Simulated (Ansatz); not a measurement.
What a trial cell of Li2Sn relaxes into

Level of theory: DFT PBE, scalar-relativistic, plane waves, PAW in Ansatz 0.2.0. Cutoff 420 eV, Γ-centred k mesh, Gaussian smearing, no spin polarisation in the final step.

Li2Sn was placed on the AlB2 structure type (P6/mmm, No. 191), with Sn in place of Al, Li in place of B, at a guessed volume.

```xyz
3
Lattice="3.6863 0.0000 0.0000 -1.8432 3.1925 0.0000 0.0000 0.0000 3.9803" Properties=species:S:1:pos:R:3 pbc="T T T"
Li    0.0000    2.1283    1.9901
Li    1.8432    1.0642    1.9901
Sn    0.0000    0.0000    0.0000
```

Cell and atoms relax at zero pressure; the relaxation can't lower the symmetry of the start. After a coarse first stage the cell is made exact in the group found at 0.06 Å.

The zero of energy is the elements' standard structures at the same level; no fitted shifts are applied.

(1) Which crystal results?

(2) What are its volume, energy, density and gap?

Answers

(1) It keeps P6/mmm (No. 191), but not the shape of the type it started on. Conventional cell: a = 4.670 Å, c = 2.998 Å. Around Li lie 3 Li at 2.70 Å, 2 Li at 3.00 Å and 6 Sn at 3.09 Å; around Sn lie 2 Sn at 3.00 Å and 12 Li at 3.09 Å.

```xyz
3
Lattice="4.6703 0.0000 0.0000 -2.3352 4.0446 0.0000 0.0000 0.0000 2.9978" Properties=species:S:1:pos:R:3 pbc="T T T"
Li    0.0000    2.6964    1.4989
Li    2.3352    1.3482    1.4989
Sn    0.0000    0.0000    0.0000
```

(2) The volume per atom is 18.88 Å³, the density is 3.89 g/cm³ and the energy over the elements is -0.38 eV/atom. The gap on the 12×12×14 mesh is 0 eV (a metal).

The final run used a 12×12×14 mesh on its 3-atom cell and 0.10 eV smearing. The k mesh leaves about 4 meV/atom of noise in metals. A structure relaxed within its symmetry needn't be a true minimum.

Cost: 4 runs of about 2.2 core-minutes in all, on Arm Neoverse N1 (shared hosts).